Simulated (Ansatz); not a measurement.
Compounds of Si with 4 ligands, in which Cl is traded for OCH3. Quantity: electronic atomisation energy to ground-state atoms, in kcal/mol. Geometries: B3LYP-D3(BJ)/def2-TZVP minima from Ansatz (an electronic-structure program), one conformer each, not searched for the lowest. Cores are frozen in the correlated levels unless marked. UHF or UKS for open shells. Spin-orbit coupling is left out. Non-relativistic. CBS marks a two-point X^-3 extrapolation of the correlation energy; Hartree-Fock from the larger set. The bracket is a focal-point correction in the basis named. The first level has limits of its own: it lacks core correlation, which all-electron functionals hold.

```
n(OCH3)  species (SMILES)  RI-MP2/CBS(cc-pV(T+d)Z,cc-pV(Q+d)Z)+[CCSD(T)-MP2]/cc-pV(T+d)Z (Ansatz)  PBE/def2-TZVPD (Ansatz)  r2SCAN-D4/def2-TZVPD (Ansatz + dftd4)
-------  ----------------  ----------------------------------------------------------------------  -----------------------  -------------------------------------
0        Cl[Si](Cl)(Cl)Cl                                                                   387.5                    386.6                                  391.9
1        CO[Si](Cl)(Cl)Cl                                                                       ?                        ?                                      ?
2        CO[Si](Cl)(Cl)OC                                                                  1211.0                   1217.2                                 1211.0
3        CO[Si](Cl)(OC)OC                                                                  1621.5                   1631.4                                 1619.4
```

Problem. Fit a straight line through the known rows at each level by least squares, predict the withheld row (n(OCH3) = 1), and compare with the run.

Solution. 
- The known rows have mean n(OCH3) = 1.66667 and Σ(n(OCH3) - mean)² = 4.6667.
- RI-MP2/CBS(cc-pV(T+d)Z,cc-pV(Q+d)Z)+[CCSD(T)-MP2]/cc-pV(T+d)Z: mean 1073.333, Σ(n(OCH3) - mean)(y - mean) = 1919.833, slope 411.390 kcal/mol a step; the line gives 1073.333 + (411.390)×(1 - 1.66667) = 799.1; the run gives 799.7, +0.6 from the line, whose largest residual on the known rows is 0.5.
- PBE/def2-TZVPD: mean 1078.400, Σ(n(OCH3) - mean)(y - mean) = 1936.600, slope 414.983 kcal/mol a step; the line gives 1078.400 + (414.983)×(1 - 1.66667) = 801.7; the run gives 802.3, +0.6 from the line, whose largest residual on the known rows is 0.5.
- r2SCAN-D4/def2-TZVPD: mean 1074.100, Σ(n(OCH3) - mean)(y - mean) = 1909.700, slope 409.219 kcal/mol a step; the line gives 1074.100 + (409.219)×(1 - 1.66667) = 801.3; the run gives 801.9, +0.6 from the line, whose largest residual on the known rows is 0.5.
- PBE minus the first level along the series: -0.9, +2.6, +6.2, +9.9 kcal/mol.
